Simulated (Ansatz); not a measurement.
```yaml
crystal:
  periodic: [false, false, false]
  atoms:
    - {symbol: F, position_ang: [0.908933, -0.820611, 1.334226]}
    - {symbol: C, position_ang: [0.275016, -0.572761, 0.212778]}
    - {symbol: F, position_ang: [0.199857, -1.643189, -0.530306]}
    - {symbol: C, position_ang: [-0.211603, 0.615963, -0.094202]}
    - {symbol: Cl, position_ang: [-1.032940, 0.915071, -1.559451]}
    - {symbol: H, position_ang: [-0.097263, 1.441529, 0.590856]}
basis:
  gaussian: {orbitals: "6-31G*", point_charges: [{charge: -1.00, position_ang: [4.890, 0.451, -0.659]}]}
hamiltonian: {xc: {name: wB97X}, pseudopotentials: {relativity: none}}
scf: {max_iter: 3}
output: {forces: true}
```

```sh
$ ansatz run in.yaml --threads 4 --pin off --events-out ev --progress --plain --max-ram 10444MiB
```

Shortened log:

```
Error: invalid value for `basis.gaussian`: such a run doesn't read scf.max_iter; remove what it names
```

In this input the input holds a key that doesn't belong there. The program refused the input.
